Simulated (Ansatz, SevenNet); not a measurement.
Elastic constant C11 (GPa) of 26 elemental metals, computed with the machine-learned potential SevenNet-0 (trained on PBE and PBE+U data) and with r²SCAN in Ansatz (PAW). The set holds measured phases with no doubt noted on the run or the magnetic state but for the caveats below. 3 more of the class have both values but aren't in it, for one of these reasons: built or high-temperature cells, doubts on the run or the magnetic state, unlike cells, values of zero, layered or molecular crystals. Solids without a value at one level (not run, failed, or a magnetic order lost), or held back for tests, aren't counted.

All rows, in order of the shift (worked out from unrounded values):

```csv
solid,SevenNet-0,r²SCAN,shift (%)
bcc Li,20.5,14.7,-28
fcc Sr,17.8,14.7,-17.4
fcc Ca,21.9,22.9,+4.5
fcc Pd,193,213,+10.0
bcc Na,7.83,8.89,+13.6
fcc Cu,175,202,+15.3
fcc Pt,282,329,+16.8
fcc Ag,104,124,+19.2
fcc Au,143,172,+19.9
fcc Al,107,132,+23
fcc Pb,38.0,50.5,+33
double-hcp La,31.1,42.7,+37
hcp Mg,50.1,72.2,+44
fcc Rh,300,447,+49
hcp Tc,342,514,+50
hcp Sc,64.9,99.6,+54
hcp Re,412,643,+56
hcp Zr,97.0,153,+58
bcc K,2.37,3.88,+64
hcp Zn,135,222,+64
hcp Ti,112,188,+67
hcp Os,463,784,+69
fcc Ir,370,633,+71
hcp Y,43.1,76.9,+78
hcp Be,166,338,+104
hcp Cd,62.6,128,+105
```

The shift from SevenNet-0 to r²SCAN has a median of +47 %, and eight in ten lie between +7.2 % and +75 %; r²SCAN is the larger in 24 of 26. Each level is at its own cell, so the shift holds the change of volume too.

Ansatz's runs of these crystals have no spin polarisation. Meta-GGA and hybrid levels favour moments, which can bear on fcc Pd, hcp Sc, fcc Pt, hcp Ti, hcp Y, fcc Rh.

Spin–orbit coupling is left out, also for the solids with elements from indium on (fcc Pt, hcp Os, double-hcp La, fcc Ir, hcp Re, fcc Pb, fcc Au); its size isn't shown.

Each level is taken at its own relaxed cell. Ansatz's density-functional and Hartree–Fock values are scalar-relativistic unless marked +SOC, with PAW data made under PBE.

Ansatz is a first-principles code.
